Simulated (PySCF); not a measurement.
Relaxation of singlet CO₂

Level of theory: PySCF, PBE, basis C def2-TZVP, O def2-TZVP (no relativity, density fitting). A (50,194) grid was used.

A hand-made bent start, of C2v symmetry, held to at least that symmetry:

Coordinates in bohr (charge 0 multiplicity 1):
```
C     0.0000    0.0000   -0.9774
O     1.9194    0.0000    0.3666
O    -1.9194    0.0000    0.3666
```

(1) What forces act on the atoms at the start (eV/Å)?

(2) What does it relax to?

(3) How much energy is released, and in how many steps?

Answers

(1) 
```tsv
atom	Fx	Fy	Fz
C1	0.00	0.00	11.28
O2	4.22	0.00	-5.64
O3	-4.22	0.00	-5.64
```

(2) It ends at D∞h with C–O 1.171 Å (×2); O–C–O 180.0°. A frequency run shows a minimum. Other isomers or separated fragments may lie lower.

(3) 408.5 kJ/mol in 6 steps.
